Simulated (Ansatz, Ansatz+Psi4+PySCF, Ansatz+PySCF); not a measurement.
```xyz
5

C     0.0000    0.0000    0.0000
H     0.9964    0.0314    0.4517
H    -0.7542    0.1186    0.7842
H    -0.0955    0.8206   -0.7178
N    -0.1877   -1.2417   -0.6628
```

Basis set: cc-pVTZ (spherical functions). Frozen core: 2 orbitals. Correlation on ROHF uses semicanonical orbitals with singles. Charge 0, multiplicity 3.

Computed with Ansatz (development build ahead of 0.2.0); each method stands on the lowest determinant of its kind that the runs found.

Task: Give the atomization energy at this shape (free ground-state atoms in the same class of orbitals less the molecule, no zero-point energy) of triplet CH3N by ROHF-MP2, UHF-MP2.

Result:

| method | atomization energy |
| --- | --- |
| ROHF-MP2 | 16.08 eV |
| UHF-MP2 | 16.05 eV |
